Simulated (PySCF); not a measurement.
## Worked example: entropy of an ideal gas

CH, SMILES [CH] (connectivity only; charge and spin as stated), charge +1, multiplicity 1.

The structure is a stationary point at B3LYP-D3(BJ)/def2-TZVPD.

B3LYP-D3(BJ)/def2-TZVPD (PySCF) gives the harmonic wavenumbers 2798 cm⁻¹ and the rotational temperature 20.1518 K. The molar mass is 13.02 g/mol, the symmetry number 1, the spin multiplicity 1.

Q: Work out the entropy at 298.15 K and 1 atm in the rigid-rotor, harmonic-oscillator model.

A: 
Translation (Sackur–Tetrode at 1 atm): S = R[1.5 ln M + 2.5 ln T − 1.16487] = 140.8 J/(mol K).
Rotation: q = T/(σ θ) = 14.8, S = R[ln q + 1] = 30.7 J/(mol K).
Vibration: with u = 1.4388 ν/T, each mode gives R[u/(e^u − 1) − ln(1 − e^−u)]; all modes are too stiff to count. Sum 0.0 J/(mol K).
Spin: R ln 1 = 0.0 J/(mol K).
Total 171.5 J/(mol K); the program's own thermochemistry gives 171.5. Translation makes up 82 % and vibration 0 %. Anharmonicity, hindered rotation and orbital degeneracy are left out.
